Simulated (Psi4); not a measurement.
# C2H4ClF (1-chloro-2-fluoroethane) at TDA-PBE/def2-TZVP (density fitting with cc-pvqz-jkfit, save jk yes, sweep point 5)

We compute the vertical excitations of C2H4ClF (1-chloro-2-fluoroethane). The job is set up through a Python script.

Program for the calculation: Psi4 1.11.

1 further run of the same task is left out (set aside as unsound or not needed).

## Step 1: The system as given

C2H4ClF has 8 atoms, charge 0, and is taken as a singlet. SMILES: `FCCCl`. Geometry: relaxed at PBE0-D4/def2-TZVP. This is one conformer, not always the lowest.

Bond lengths: F1–C2 1.375 Å, C2–C3 1.501 Å, C3–Cl4 1.778 Å, C2–H5 1.093 Å, C2–H6 1.096 Å, C3–H7 1.090 Å, C3–H8 1.091 Å. Some angles: F1–C2–C3 110.9°, C2–C3–Cl4 112.2°, F1–C2–H5 108.3°, F1–C2–H6 108.0°, C3–C2–H5 111.2°, C3–C2–H6 109.0°, C2–C3–H7 110.7°, C2–C3–H8 109.7°, Cl4–C3–H7 107.4°, Cl4–C3–H8 107.5°.

## Step 2: The excited states at TDA-PBE/def2-TZVP (density fitting with cc-pvqz-jkfit, save jk yes, sweep point 5)

Input file c2h4clf.py:

```python
import psi4

psi4.set_memory('1600 MB')
psi4.set_num_threads(1)
psi4.core.set_output_file('c2h4clf.out', False)

molecule = psi4.geometry("""
0 1
F     -1.336980     0.498150     1.030500
C     -0.143560     0.671020     0.368890
C      0.300450    -0.609920    -0.275720
Cl    -0.759330    -1.087620    -1.620890
H     -0.273910     1.462220    -0.374180
H      0.609620     0.981160     1.102570
H      0.296790    -1.425630     0.446820
H      1.306920    -0.489380    -0.677980
symmetry c1
""")

psi4.set_options({
    'basis': 'def2-TZVP',
    'puream': True,
    'scf_type': 'df',
    'dft_radial_points': 99,
    'dft_spherical_points': 590,
    'df_basis_scf': 'cc-pvqz-jkfit',
    'save_jk': True,
})

from psi4.driver.procrouting.response.scf_response import tdscf_excitations
result, w = psi4.energy("pbe", return_wfn=True)
states = tdscf_excitations(w, states=4, tda=True)
for k, s in enumerate(states, 1):
    print(f"root {k}: {s['EXCITATION ENERGY'] * 27.211386:.4f} eV  f = {s['OSCILLATOR STRENGTH (LEN)']:.4f}  {s['SYMMETRY']}")
print(f'pbe energy: {result:.10f} Eh')
for k, v in sorted(psi4.core.scalar_variables().items()):
    print(f'{k:45s} {v:18.10f}')
```

The run is started by

```bash
$ python c2h4clf.py
```

**Question.** What will come out? Wanted: ground-state or mean-field energy; dipole moment; HOMO energy; LUMO energy; HOMO–LUMO gap; lowest excitation energy.

Computed results:

At TDA-PBE/def2-TZVP (density fitting with cc-pvqz-jkfit, save jk yes, sweep point 5):

```
                              quantity          value
     ground-state or mean-field energy  -638.35265 Eh
 dipole moment (PBE Kohn–Sham density)         2.55 D
  HOMO energy (PBE Kohn–Sham orbitals)       -7.13 eV
  LUMO energy (PBE Kohn–Sham orbitals)       -0.36 eV
HOMO–LUMO gap (PBE Kohn–Sham orbitals)        6.77 eV
              lowest excitation energy        7.13 eV
```

In words: The brightest of the 4 transitions from the ground state lies at 7.80 eV (159 nm, f = 0.018); the lowest, at 7.13 eV, has f = 0.004. The basis has no diffuse functions, so Rydberg states are missing or pushed up, and the true lowest state may lie lower. Roots above 7.1 eV lie over the negative of the HOMO energy, where those of Rydberg kind are poorly described; valence roots are less touched.
